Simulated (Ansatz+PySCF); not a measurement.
## singlet C2H2: levels of theory in one basis

```xyz
4

C     0.0000    0.0000   -0.6043
C     0.0000    0.0000    1.2085
H     0.0000    0.0000   -1.6792
H     0.0000    0.0000    2.2835
```

Basis set: STO-3G (spherical functions). Frozen core: 2 orbitals. Charge 0, multiplicity 1.

Computed with Ansatz (development build ahead of 0.2.0); each method stands on the lowest determinant of its kind that the runs found. NEVPT2 correlates all electrons. Active spaces start from the frontier orbitals, and the lowest solution found is given.

| method | E − E(RHF) (eV) | <S²> of the determinant |
| --- | --- | --- |
| RHF | 0.00 | 0.00 |
| UHF | -6.50 | 2.18 |
| RHF-MP2 | -3.09 | – |
| UHF-MP2 | -7.56 | 2.18 |
| UHF-CCSD(T) | -8.91 | 2.18 |
| UHF-CCSDT(Q) | -9.06 | 2.18 |
| CASSCF(6,6) | -7.91 | – |
| SC-NEVPT2(6,6) | -8.75 | – |

Task: What does full CI (lowest root of this spin) give on the same scale?

Result: -9.27 eV.

Task: Is a single determinant a sound starting point here?

Result: It is doubtful. Unrestricted orbitals lower Hartree–Fock by 6.50 eV and <S²> is 2.18 where a pure state has 0.00, a sign of strong static correlation. The CASSCF(6,6) natural occupations are 1.86, 1.52, 1.52, 0.48, 0.48, 0.14.

Caution for RHF, RHF-MP2: an unrestricted determinant lies well below. Caution for RHF, UHF, RHF-MP2, UHF-MP2, UHF-CCSD(T), UHF-CCSDT(Q): the determinant breaks the point group. Caution for UHF, UHF-MP2, UHF-CCSD(T), UHF-CCSDT(Q): the unrestricted determinant is a mixture of spin states. Caution for RHF-MP2, UHF-MP2: another reference gives a lower total. Caution for UHF-MP2, UHF-CCSD(T), UHF-CCSDT(Q): large amplitudes, a single reference is doubtful. Caution for UHF-CCSD(T): the program doubts this total.
